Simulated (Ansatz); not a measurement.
A made-up structure of CH$_{5}$SSi (charge +1), singlet:

| atom | x (Å) | y (Å) | z (Å) |
| --- | --- | --- | --- |
| Si1 | -0.6452 | 0.4877 | -0.6913 |
| C2 | 0.4962 | 0.3396 | 0.7389 |
| S3 | 0.8715 | -1.1265 | -0.3563 |
| H4 | -2.0088 | -0.0429 | -0.5605 |
| H5 | 2.1194 | -1.3933 | -0.8264 |
| H6 | 0.1463 | 0.0417 | 1.7226 |
| H7 | 1.3820 | 0.9698 | 0.7736 |
| H8 | 0.0005 | -1.9938 | 0.2018 |

It is relaxed with PBE-D4/def2-SVP and then PBE0-D4/def2-TZVP (Ansatz 0.2.0). Atoms count as bonded within 1.22 times the sum of their covalent radii (H–H: 0.88 Å). The end point is not checked to be a true minimum.

(1) Does its bonding change? (A judgement: the text doesn't fix the answer.)

Answers

(1) By the calculation: Yes. Formed: none; broken: Si1–S3.

Where it ends: The first stage lowers the energy by 2.42 eV in 16 steps. It ends as CH₅SSi ([SiH][CH2][SH2]), total charge +1:
Si1  (-1.316, 0.968, 0.111)
C2  (0.481, 0.263, 0.483)
S3  (0.911, -1.184, -0.481)
H4  (-1.546, -0.057, -1.002)
H5  (1.970, -1.753, 0.158)
H6  (0.639, 0.084, 1.549)
H7  (1.190, 1.040, 0.169)
H8  (0.032, -2.079, 0.015)
(Å)

Labels in which every atom is bracketed show which atoms are joined, not bond orders.

For scale, one of the runs: PBE0-D4/def2-TZVP relaxation, 135 basis functions, launched by `ansatz run in.yaml --threads 2 --pin off --events-out ev --progress --plain --max-ram 4352MiB`. Hardware: 2 CPU threads of an Arm Neoverse V2, shared host. Wall time about 16 s.
